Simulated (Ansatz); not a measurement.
**C2H4FNO: one species, many methods**

An exercise on one series of results from a longer session: the logs are not shown, and one member is left open.

Computed with Ansatz 0.2.0, Gaussian basis. Level: functionals in def2-TZVPP, the program's frozen cores in correlated methods.

The runs, in order: LDA (SPW92), PBE-D4, revPBE-D4, BLYP-D4, r2SCAN-D4, B97M-V, PBE0-D4, B3LYP-D4, r2SCANh-D4, r2SCAN0-D4, HSE06-D4, BHLYP-D4, CAM-B3LYP-D4, LC-ωPBE, ωB97X-V, ωB97M-V, B2PLYP, PBE-QIDH; CCSD(T)/def2-SVP; CCSD(T)/def2-TZVPP; MP2/def2-QZVPP; extrapolation to the limit; RPA on PBE.

## The geometry

The geometry comes from an earlier relaxation with PBE0-D4 in a triple-zeta def2 set; it is a stationary point, not always the lowest conformer.

SMILES `NC1(F)CO1`, 9 atoms, charge 0, spin multiplicity 1.

Atoms are counted from 1 here; the program's logs count them from 0.

Bond lengths: N1–C2 1.403 Å, N1–H6 1.010 Å, N1–H7 1.009 Å, C2–F3 1.355 Å, C2–C4 1.459 Å, C2–O5 1.368 Å, C4–O5 1.451 Å, C4–H8 1.087 Å, C4–H9 1.086 Å. Angles: C2–N1–H6 112.2°, C2–N1–H7 111.3°, H6–N1–H7 110.8°, N1–C2–F3 109.3°, N1–C2–C4 129.1°, N1–C2–O5 116.5°, F3–C2–C4 116.3°, F3–C2–O5 115.5°, C4–C2–O5 61.7°, C2–C4–O5 56.1°, C2–C4–H8 120.3°, C2–C4–H9 119.6°, O5–C4–H8 114.6°, O5–C4–H9 114.4°, H8–C4–H9 116.6°, C2–O5–C4 62.3°.

Coordinates:

```mol
C2H4FNO
  3D, bonds by distance, orders not assigned

  9  9  0  0  0  0  0  0  0  0999 V2000
   -0.2755    1.2345    0.6441 N   0  0
    0.4240    0.2270   -0.0365 C   0  0
    1.7395    0.3031    0.2790 F   0  0
   -0.0545   -1.0691   -0.5063 C   0  0
    0.1447    0.0818   -1.3676 O   0  0
   -0.2098    1.1330    1.6473 H   0  0
   -1.2405    1.2740    0.3510 H   0  0
   -1.0935   -1.3539   -0.3635 H   0  0
    0.6539   -1.8768   -0.6648 H   0  0
  1  2  8  0
  2  3  8  0
  2  4  8  0
  4  5  8  0
  1  6  8  0
  1  7  8  0
  4  8  8  0
  4  9  8  0
  2  5  8  0
M  END
```

Set-up of the first run:

in.yaml reads:

```yaml
crystal:
  periodic: [false, false, false]
  atoms:
    - {symbol: N, position_ang: [-0.275470, 1.234522, 0.644130]}
    - {symbol: C, position_ang: [0.424028, 0.227038, -0.036498]}
    - {symbol: F, position_ang: [1.739540, 0.303128, 0.279016]}
    - {symbol: C, position_ang: [-0.054486, -1.069066, -0.506293]}
    - {symbol: O, position_ang: [0.144692, 0.081812, -1.367596]}
    - {symbol: H, position_ang: [-0.209814, 1.133012, 1.647347]}
    - {symbol: H, position_ang: [-1.240481, 1.274046, 0.351016]}
    - {symbol: H, position_ang: [-1.093465, -1.353889, -0.363533]}
    - {symbol: H, position_ang: [0.653857, -1.876802, -0.664790]}
basis:
  gaussian: {orbitals: def2-TZVPP}
hamiltonian: {xc: lda}
output: {orbitals: {seedname: orbitals}}
```

Steps of the session up to this table: LDA; PBE-D4 (GGA); revPBE-D4 (GGA); BLYP-D4 (GGA); r2SCAN-D4 (meta-GGA); B97M-V (meta-GGA); PBE0-D4 (hybrid); B3LYP-D4 (hybrid); r2SCANh-D4 (hybrid); r2SCAN0-D4 (hybrid); HSE06-D4 (hybrid); BHLYP-D4 (hybrid); CAM-B3LYP-D4 (range-separated); LC-ωPBE (range-separated); ωB97X-V (range-separated); ωB97M-V (range-separated); B2PLYP (double hybrid); PBE-QIDH (double hybrid).

One of the session's tables, all rows but one given; the rest of the session is left out.

It belongs to the step «Frontier levels by functional». 

```
  functional  HOMO (eV)  LUMO (eV)  gap (eV)
 LDA (SPW92)      -6.34       0.08      6.41
      PBE-D4      -6.16       0.19      6.35
   revPBE-D4      -6.09       0.24      6.33
     BLYP-D4      -6.07       0.11      6.19
   r2SCAN-D4          ?          ?         ?
      B97M-V      -6.58       0.43      7.01
     PBE0-D4      -7.63       1.02      8.65
    B3LYP-D4      -7.42       0.62      8.04
  r2SCANh-D4      -7.00       1.28      8.28
  r2SCAN0-D4      -7.83       1.60      9.43
    HSE06-D4      -7.22       0.65      7.87
    BHLYP-D4      -9.05       1.56     10.61
CAM-B3LYP-D4      -9.11       1.72     10.83
     LC-ωPBE     -10.47       3.08     13.55
     ωB97X-V     -10.09       2.89     12.97
     ωB97M-V     -10.00       2.38     12.38
```

Estimate the missing values for r2SCAN-D4.

Worked estimate for «HOMO (eV)». Against the share of exact exchange, r2SCANh-D4 (0.1, -7.00), r2SCAN0-D4 (0.25, -7.83) give a slope of -5.53 per unit share; at 0 the line stands at -6.45.

**Answer.** HOMO (eV): -6.46; LUMO (eV): 1.05; gap (eV): 7.50. In «HOMO (eV)» the line misses by +0.01.
